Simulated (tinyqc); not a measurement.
UHF in the sto-3g basis, for H2O, spin multiplicity 1, step by step. One step of it, computed by the program tinyqc.

Task: Iteration 30 (converged): orbitals. Diagonalise F' = X^T F X, C = X C', fill 5 alpha and 5 beta electrons from the bottom; D(s) = C_occ C_occ^T. Each column has its largest component positive (the first on a tie).

converged F(alpha) (hartree):
```
,1O 1s,1O 2s,1O 2px,1O 2py,1O 2pz,2H 1s,3H 1s
1O 1s,-20.233442,-5.162102,0.000000,0.000000,-0.028053,-1.082151,-1.082151
1O 2s,-5.162102,-2.430040,0.000000,0.000000,-0.105583,-0.951865,-0.951865
1O 2px,0.000000,0.000000,-0.386217,0.000000,0.000000,0.000000,0.000000
1O 2py,0.000000,0.000000,0.000000,-0.291696,0.000000,-0.392189,0.392189
1O 2pz,-0.028053,-0.105583,0.000000,0.000000,-0.323426,-0.342068,-0.342068
2H 1s,-1.082151,-0.951865,0.000000,-0.392189,-0.342068,-0.521779,-0.331280
3H 1s,-1.082151,-0.951865,0.000000,0.392189,-0.342068,-0.331280,-0.521779
```

converged F(beta) (hartree):
```
,1O 1s,1O 2s,1O 2px,1O 2py,1O 2pz,2H 1s,3H 1s
1O 1s,-20.233442,-5.162102,0.000000,0.000000,-0.028053,-1.082151,-1.082151
1O 2s,-5.162102,-2.430040,0.000000,0.000000,-0.105583,-0.951865,-0.951865
1O 2px,0.000000,0.000000,-0.386217,0.000000,0.000000,0.000000,0.000000
1O 2py,0.000000,0.000000,0.000000,-0.291696,0.000000,-0.392189,0.392189
1O 2pz,-0.028053,-0.105583,0.000000,0.000000,-0.323426,-0.342068,-0.342068
2H 1s,-1.082151,-0.951865,0.000000,-0.392189,-0.342068,-0.521779,-0.331280
3H 1s,-1.082151,-0.951865,0.000000,0.392189,-0.342068,-0.331280,-0.521779
```

X:
```
,1O 1s,1O 2s,1O 2px,1O 2py,1O 2pz,2H 1s,3H 1s
1O 1s,1.024049,-0.141414,0.000000,0.000000,-0.009081,0.021293,0.021293
1O 2s,-0.141414,1.217321,0.000000,0.000000,0.095167,-0.273252,-0.273252
1O 2px,0.000000,0.000000,1.000000,0.000000,0.000000,0.000000,0.000000
1O 2py,0.000000,0.000000,0.000000,1.104465,0.000000,-0.217347,0.217347
1O 2pz,-0.009081,0.095167,0.000000,0.000000,1.046352,-0.133549,-0.133549
2H 1s,0.021293,-0.273252,0.000000,-0.217347,-0.133549,1.182043,-0.076481
3H 1s,0.021293,-0.273252,0.000000,0.217347,-0.133549,-0.076481,1.182043
```

Give: F' = X^T F X; orbital energies; coefficients C; F' = X^T F X; orbital energies; coefficients C; D(alpha) after iteration 30; D(beta) after iteration 30.

Result:

F' = X^T F X (alpha) (hartree):
```
,1,2,3,4,5,6,7
1,-19.855,-2.694,0.000,0.000,-0.055,-0.155,-0.155
2,-2.694,-1.248,0.000,0.000,0.110,-0.485,-0.485
3,0.000,0.000,-0.386,0.000,0.000,0.000,0.000
4,0.000,0.000,0.000,0.003,0.000,-0.460,0.460
5,-0.055,0.110,0.000,0.000,-0.185,-0.315,-0.315
6,-0.155,-0.485,0.000,-0.460,-0.315,0.010,-0.090
7,-0.155,-0.485,0.000,0.460,-0.315,-0.090,0.010
```

orbital energies (alpha) (hartree): MO1 -20.242, MO2 -1.244, MO3 -0.601, MO4 -0.440, MO5 -0.386, MO6 0.558, MO7 0.704

coefficients C (alpha):
```
,MO1,MO2,MO3,MO4,MO5,MO6,MO7
1O 1s,0.994,-0.235,0.000,0.099,0.000,-0.128,0.000
1O 2s,0.026,0.850,0.000,-0.513,0.000,0.822,0.000
1O 2px,0.000,0.000,0.000,0.000,1.000,0.000,0.000
1O 2py,0.000,0.000,0.600,0.000,0.000,0.000,0.977
1O 2pz,0.004,0.112,0.000,0.778,0.000,0.722,0.000
2H 1s,-0.006,0.156,0.446,0.291,0.000,-0.772,-0.800
3H 1s,-0.006,0.156,-0.446,0.291,0.000,-0.772,0.800
```

F' = X^T F X (beta) (hartree):
```
,1,2,3,4,5,6,7
1,-19.855,-2.694,0.000,0.000,-0.055,-0.155,-0.155
2,-2.694,-1.248,0.000,0.000,0.110,-0.485,-0.485
3,0.000,0.000,-0.386,0.000,0.000,0.000,0.000
4,0.000,0.000,0.000,0.003,0.000,-0.460,0.460
5,-0.055,0.110,0.000,0.000,-0.185,-0.315,-0.315
6,-0.155,-0.485,0.000,-0.460,-0.315,0.010,-0.090
7,-0.155,-0.485,0.000,0.460,-0.315,-0.090,0.010
```

orbital energies (beta) (hartree): MO1 -20.242, MO2 -1.244, MO3 -0.601, MO4 -0.440, MO5 -0.386, MO6 0.558, MO7 0.704

coefficients C (beta):
```
,MO1,MO2,MO3,MO4,MO5,MO6,MO7
1O 1s,0.994,-0.235,0.000,0.099,0.000,-0.128,0.000
1O 2s,0.026,0.850,0.000,-0.513,0.000,0.822,0.000
1O 2px,0.000,0.000,0.000,0.000,1.000,0.000,0.000
1O 2py,0.000,0.000,0.600,0.000,0.000,0.000,0.977
1O 2pz,0.004,0.112,0.000,0.778,0.000,0.722,0.000
2H 1s,-0.006,0.156,0.446,0.291,0.000,-0.772,-0.800
3H 1s,-0.006,0.156,-0.446,0.291,0.000,-0.772,0.800
```

D(alpha) after iteration 30:
```
,1O 1s,1O 2s,1O 2px,1O 2py,1O 2pz,2H 1s,3H 1s
1O 1s,1.053,-0.224,0.000,0.000,0.054,-0.013,-0.013
1O 2s,-0.224,0.985,0.000,0.000,-0.304,-0.017,-0.017
1O 2px,0.000,0.000,1.000,0.000,0.000,0.000,0.000
1O 2py,0.000,0.000,0.000,0.360,0.000,0.268,-0.268
1O 2pz,0.054,-0.304,0.000,0.000,0.618,0.244,0.244
2H 1s,-0.013,-0.017,0.000,0.268,0.244,0.308,-0.090
3H 1s,-0.013,-0.017,0.000,-0.268,0.244,-0.090,0.308
```

D(beta) after iteration 30:
```
,1O 1s,1O 2s,1O 2px,1O 2py,1O 2pz,2H 1s,3H 1s
1O 1s,1.053,-0.224,0.000,0.000,0.054,-0.013,-0.013
1O 2s,-0.224,0.985,0.000,0.000,-0.304,-0.017,-0.017
1O 2px,0.000,0.000,1.000,0.000,0.000,0.000,0.000
1O 2py,0.000,0.000,0.000,0.360,0.000,0.268,-0.268
1O 2pz,0.054,-0.304,0.000,0.000,0.618,0.244,0.244
2H 1s,-0.013,-0.017,0.000,0.268,0.244,0.308,-0.090
3H 1s,-0.013,-0.017,0.000,-0.268,0.244,-0.090,0.308
```
